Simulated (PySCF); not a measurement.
Compound: C4H4F2.
Structure used (GFN2-xTB), in Å, numbered top down from 1:
```
atom  x, y, z in Å
C1     1.6820   -0.2471    0.1608
C2     0.3935   -0.0572    0.0356
C3    -0.9506   -0.6188   -0.1648
F4    -1.5710   -1.2947    0.8456
C5    -0.7470    0.8701   -0.0042
F6    -0.9472    1.6665   -1.0944
H7     2.1058   -1.2383    0.1606
H8     2.3639    0.5809    0.2677
H9    -1.2378   -1.0239   -1.1289
H10   -1.0827    1.3672    0.8995
```

The closed-shell ground state was solved at several levels (PySCF, density fitting, gas phase, non-relativistic).

```
              level  basis functions  total energy (Eh)  HOMO (eV)  LUMO (eV)  gap (eV)  dipole (D)
        B3LYP/pcJ-1              202          -354.4295      -8.25      -1.42      6.83        1.60
CAM-B3LYP/def2-SVPD              158          -354.0457     -10.01      -0.24      9.77        1.71
```

Task: What might PBE0/pcSseg-1 (122 basis functions) give for the same quantities?

Result: Total energy -354.0135 Eh, HOMO -8.51 eV, LUMO -1.23 eV, gap 7.28 eV, dipole 1.61 D.

Task: Over all these levels, which gives the widest orbital gap and which the narrowest?

Result: CAM-B3LYP/def2-SVPD (range-separated hybrid) has the widest, 9.77 eV, and B3LYP/pcJ-1 (global hybrid, 20 % exact exchange) the narrowest, 6.83 eV. Functional and basis both differ between the two, so the spread mixes both effects.

Task: How far do the dipole and the HOMO energy spread over the levels?

Result: The dipole runs from 1.60 to 1.71 D (mean 1.64 D) and the HOMO from -10.01 to -8.25 eV.
